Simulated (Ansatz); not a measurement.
# H2O2: the cost of one run

Computed with Ansatz 0.2.0 (DFT PBE0, Gaussian basis aug-cc-pV(T+d)Z, and further levels as typed in the inputs, unless a step's input says otherwise).

### Step 1. The structure to begin with

Bond lengths: H1–O2 0.960 Å, O2–O3 1.440 Å, O3–H4 0.960 Å. Angles: H1–O2–O3 100.8°, O2–O3–H4 100.8°.

Structure file:

```xyz
4

H     0.8000    0.5000   -0.9000
O     0.0000    0.0000   -0.7200
O     0.0000    0.0000    0.7200
H     0.8000   -0.5000    0.9000
```

### Step 2. Relaxing the atoms: H2O2

Contents of input.yaml:

```yaml
relax:
  f_tol: 0.001
  max_steps: 200
crystal:
  periodic: [false, false, false]
  atoms:
    - { symbol: H, position_ang: [0.8, 0.5, -0.9] }
    - { symbol: O, position_ang: [0.0, 0.0, -0.72] }
    - { symbol: O, position_ang: [0.0, 0.0, 0.72] }
    - { symbol: H, position_ang: [0.8, -0.5, 0.9] }
basis:
  gaussian: { orbitals: "aug-cc-pV(T+d)Z.json" }
hamiltonian:
  xc: pbe0
```

Command:

```console
> ansatz run input.yaml --threads 4 --pin off --max-ram 6144MiB --backend cpu --events-out ev --progress --plain --runs-dir out
```

What time and memory should one allow on 4 threads of Arm Neoverse V2, shared host?

About 4.4 s, with a peak of 0.19 GiB.
